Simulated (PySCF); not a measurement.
# Simulated absorption spectrum

Species: boronic acid, BH₃O₂.
SMILES: `OBO`

Computed with PySCF 2.14.0, density-fitted response routines, TDDFT B3LYP/def2-SVPD, vertical, gas phase, core orbitals frozen in the response. The structure is a single PBE0-D3(BJ)/def2-SVP conformer in the gas phase; no vibrational or solvent corrections. Torsions of this conformer, `[OH:1][BH:2][OH:3]`: H–O1–B2–O3 -179°, H–O3–B2–O1 180°.

Computed states:

```
state  E (eV)       f
   S1    7.93  0.0001
   S2    7.99  0.0000
   S3    8.04   0.015
   S4    8.42  0.0043
   S5    8.56   0.044
   S6    9.05   0.125
   S7    9.83   0.041
   S8    9.84   0.263
   S9    9.92   0.053
  S10    9.94  0.0004
```

Broadening: Gaussians 0.5 eV wide at half height, area fixed by f = 4.319×10⁻⁹ ∫ε dν̃. The width is an assumption, not a result. The curve ends short of the highest state used, and states not computed would add to its high-energy end.

Task: What does the envelope look like, and where are its maxima?

Result: 
λ (nm), ε (L mol⁻¹ cm⁻¹) and a bar:
```
    132.8       3811 #################
    133.5       4260 ##################
    134.3       5032 ######################
    135.0       5752 #########################
    135.7       6368 ############################
    136.4       6776 #############################
    137.1       6919 ##############################
    137.9       6756 #############################
    138.6       6377 ############################
    139.3       5858 #########################
    140.0       5283 #######################
    140.8       4656 ####################
    141.5       4190 ##################
    142.2       3823 #################
    142.9       3551 ###############
    143.7       3325 ##############
    144.4       3166 ##############
    145.1       3011 #############
    145.8       2842 ############
    146.5       2649 ###########
    147.3       2402 ##########
    148.0       2175 #########
    148.7       1951 ########
    149.4       1743 ########
    150.2       1538 #######
    150.9       1391 ######
    151.6       1273 ######
    152.3       1178 #####
    153.1       1090 #####
    153.8       1021 ####
    154.5        952 ####
    155.2        880 ####
    155.9        802 ###
    156.7        707 ###
    157.4        619 ###
    158.1        531 ##
    158.8        446 ##
    159.6        355 ##
    160.3        284 #
    161.0        223 #
    161.7        170 #
    162.5        122 #
    163.2         90 
    163.9         64 
    164.6         45 
    165.3         31 
    166.1         20 
    166.8         13 
    167.5          9 
    168.2          5 
    169.0          3 
    169.7          2 
    170.4          1 
    171.1          1 
    171.8          0 
    172.6          0
```

Maxima: 137 nm (9.04 eV), ε about 6900, made up of S6 (97%) (ε in L mol⁻¹ cm⁻¹; maxima over ε = 5, shares over 10%).

Task: What would ε be at 9.04 eV, the highest of these maxima, with half the width (0.25 eV)?

Result: About 13400 L mol⁻¹ cm⁻¹ against 6920, a factor of about 1.9; a lone state at its own centre would give exactly 2.

Task: Coming from long wavelengths, where does ε first pass 100 L mol⁻¹ cm⁻¹?

Result: At about 163 nm (7.61 eV), 0.33 eV below S1.

All these states lie below the vertical ionisation energy of 11.94 eV (ΔSCF).
